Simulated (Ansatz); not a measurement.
# CHBSi (triplet): wave-function methods side by side, def2-TZVPP

One table from this session's results is given with a row withheld; the runs are named, their logs left out.

Computed with Ansatz 0.2.0, Gaussian basis. Level: def2-TZVPP, core rule «outside noble gas», up to 7 orbitals frozen.

Plan: UHF; ROHF; CCSD(T) on UHF.

2 further runs of the same task are left out: 2 set aside as unsound or not needed.

## The geometry

The geometry is a PBE0/def2-TZVP stationary point (not a proven minimum) of the parent state, kept for this charge and spin.

4 atoms, charge 0, spin multiplicity 3.

Atoms are counted from 1 here; the program's logs count them from 0.

Bond lengths: B1–C3 1.366 Å, B1–H4 1.176 Å, Si2–C3 1.685 Å. Angles: C3–B1–H4 178.2°, B1–C3–Si2 107.1°.

The first run:

Input file in.yaml:

```yaml
crystal:
  periodic: [false, false, false]
  atoms:
    - {symbol: B, position_ang: [0.000000, -0.241563, 1.545580]}
    - {symbol: Si, position_ang: [0.000000, -0.163599, -0.914026]}
    - {symbol: C, position_ang: [0.000000, 0.684873, 0.541816]}
    - {symbol: H, position_ang: [0.000000, -1.011482, 2.434693]}
basis:
  gaussian: {orbitals: def2-TZVPP}
magnetization: {spin_polarized: true, initial_magnetization: 2}
hamiltonian: {xc: hf}
output: {orbitals: {seedname: orbitals}}
```

On the command line:

```console
$ ansatz run in.yaml --threads 1 --pin off --events-out ev --progress --plain --max-ram 4096MiB --backend cpu
```

Among the steps run: UHF; ROHF; CCSD(T) on UHF.

One table of the session follows, with a row left open; its other results are not shown here.

```
  method  from UCCSD(T) (kJ/mol)
    ROHF                  +947.0
     UHF                  +925.8
    UMP2                       ?
   UCCSD                   +55.9
UCCSD(T)                       0
```

Q: Estimate the row for UMP2 from the others.

**Answer.** from UCCSD(T) (kJ/mol): +157.2. In the column «from UCCSD(T) (kJ/mol)» it lies between UCCSD (+55.9) and UHF (+925.8).

Caveats from the session: Warnings: coupled cluster took another determinant than the lowest.
